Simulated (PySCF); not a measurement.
## Gas-phase XPS of CuCl, computed

Species: CuCl (singlet state).
Geometry (PBE0-D3(BJ)/def2-SVP, Å), atoms numbered from 1 in this order:
```xyz
2
CuCl angstrom
Cl     1.0443   -0.0059   -0.0055
Cu    -1.0388    0.0084   -0.0228
```

The calculation used delta-SCF UKS SCAN, pcX-2 on the ionised atom, pcseg-1 elsewhere, spin-free X2C in PySCF. Each binding energy is the total energy of the core-ionised species, with the hole localised on one atom, minus that of the ground state; both are solved self-consistently, so orbital relaxation is included.

Task: Give the core binding energies atom by atom.

Result: 
| atom(s) | environment | level | binding energy (eV) | 2p1/2 (eV) | count |
| --- | --- | --- | --- | --- | --- |
| Cl1 | chlorine bonded to Cu | Cl 1s | 2827.19 | – | 1 |
| Cl1 | chlorine bonded to Cu | Cl 2p3/2 | 204.54 | 206.19 | 1 |

Task: Express the binding energy of Cl 1s of Cl1 in atomic units and per mole.

Result: 2827.19 eV = 103.8973 Eh = 272782 kJ/mol.

Spin–orbit and ligand-field terms were added within each 2p shell after the spin-free SCF. 2p1/2 minus 2p3/2 (ligand field included): Cl 1.65 eV. No level of copper is listed. Isolated species at its PBE0-D3(BJ)/def2-SVP geometry, gas phase.
